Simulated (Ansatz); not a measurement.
A structure relaxed at PBE0-D4/def2-SVP in Ansatz, charge 1, doublet:

```xyz
6

P    -0.204    1.491   -1.310
P    -0.877   -0.467   -1.729
S    -0.435   -0.798    1.661
S     1.459   -0.167    1.191
S     1.065    1.688    0.303
S    -1.008   -1.746   -0.116
```

Q: Give its formula and point group.

A: the cluster P₂S₄⁺. Point group C2 (tolerance 0.1 Å).

Q: Summarise the bond lengths by kind (pairs closer than 1.2 times the sum of covalent radii, bridged metal pairs left out).

A: 3 × S–S 2.05 to 2.09 Å; 2 × P–S 2.06 Å; 1 × P–P 2.11 Å.

Another isomer (doublet) lies 1.40 eV lower at PBE0-D4/def2-TZVP; other spin states weren't run for this one.
